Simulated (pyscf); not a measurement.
Single points on ωB97X-D3(BJ)/def2-SVP structures (PySCF, gas phase).

SMILES: N[Si](N)(O)Cl
```xyz
10

N     -1.4534    -0.6591    -1.6681
Si    -0.2323    -0.0846    -0.6220
N      0.3215     1.4159    -1.1968
O     -0.5892     0.1931     0.9748
Cl     1.1439    -1.6566    -0.6013
H     -2.2734    -0.1003    -1.8751
H     -1.6011    -1.6498    -1.8164
H      0.8388     2.0473    -0.5969
H      0.4972     1.5685    -2.1823
H     -0.4987    -0.5679     1.5569
```

Question: How much does it cost (ΔH, 298 K, ωB97M-D3(BJ)/def2-TZVP) to split H₂N–Si(NH₂)(OH)–Cl at its H–O bond into H₂N–Si(NH₂)(O•)–Cl + H•?

Answer: H–O to H₂N–Si(NH₂)(O•)–Cl + H•: 493.1 kJ/mol. The 7 functionals that were run give +453.9 (PBE) to +498.8 kJ/mol (M06-2X). Other isomers of H₂N–Si(NH₂)(O•)–Cl were not searched in full and may lie lower.
